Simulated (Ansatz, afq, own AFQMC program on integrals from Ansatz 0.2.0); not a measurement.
**BHBr, quartet: AFQMC among the cluster methods**

```xyz
3

B     0.0000   -0.3311    3.1222
Br    0.0000    0.0329   -0.4603
H     0.0000    0.9427    3.0056
```

Connectivity, by distances: BH ··· Br.

Basis cc-pVDZ. Only valence electrons are correlated. Ansatz 0.2.0 and our own AFQMC program on the same integrals; the CISD trial comes from CCSD amplitudes, and released means the phaseless constraint is let go. Error bars are statistical, one sigma. No spin–orbit coupling.

Determinant: UHF, the one that the program's search chose, which needn't be the lowest solution. The geometry is a point of a scan.

No full CI on the walks' own integrals is used here; CCSDT(Q) serves as the reference and is uncertain by about the last step of the cluster series.

Cautions: no relativity below Rb; no spin-orbit coupling; inner d shell frozen; lower spins were not checked; the released energies move by 1.5 errors or more from one time to the next, so no released level is given (meV from the phaseless value at times in 1/Eh: -1 ± 6 at 0.24, -6 ± 7 at 0.51, -2 ± 7 at 0.99, 5 ± 5 at 1.62, -28 ± 9 at 2.40).

* T1 diagnostic: 0.0125
* weight of the determinant in the CISD state: 0.913
* ⟨S²⟩ of the determinant: 3.758
* size of the correlated space: 11 electrons in 31 orbitals

```tsv
level	correlation energy (eV)
MP2	-3.6643
CCSD	-4.4638
CCSD(T)	-4.5155
```

Problem. Estimate where phaseless AFQMC with the Hartree–Fock trial lies against CCSD(T) on the same integrals.

Solution. 6.3 ± 3.4 kJ/mol below CCSD(T). The gap is under twice the noise, so this walk alone can't tell the two apart.

Reference: CCSDT(Q), correlation energy -4.539 eV.

```json
{"level": "CCSD(T)", "E − E(reference) (kJ/mol)": "2.3", "share of correlation (%)": "99.48"}
{"level": "CCSDT", "E − E(reference) (kJ/mol)": "0.5", "share of correlation (%)": "99.88"}
{"level": "ph-AFQMC/HF", "E − E(reference) (kJ/mol)": "-4.0 ± 3.4", "share of correlation (%)": "100.91"}
{"level": "ph-AFQMC/CISD", "E − E(reference) (kJ/mol)": "0.3 ± 0.7", "share of correlation (%)": "99.93"}
```

A walk keeps the symmetry of its determinant, which the program's search chose and which needn't be the lowest solution, so a lower state of the same spin and another symmetry isn't excluded.
